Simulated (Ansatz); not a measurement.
Input for Ansatz (development build ahead of 0.2.0):

```yaml
crystal:
  periodic: [false, false, false]
  atoms:
    - { symbol: C, position_ang: [0.0, 0.0, 0.0] }
    - { symbol: H, position_ang: [0.98985, 0.52189, 0.0] }
    - { symbol: O, position_ang: [-0.89387, 0.47128, 0.0] }
basis:
  gaussian: { orbitals: cc-pVTZ }
magnetization:
  spin_polarized: true
  initial_magnetization: 1
hamiltonian:
  xc: hf
correlation:
  method: ccsd_t
  frozen_orbitals: { C: 1, H: 0, O: 1 }
```

The input is written out in the form of the current development build from the run's settings.

The run gave:

* Converged: yes
* Reference energy: -113.23634 hartree
* Correlation energy: -0.37240 hartree
* Total energy: -113.60874 hartree
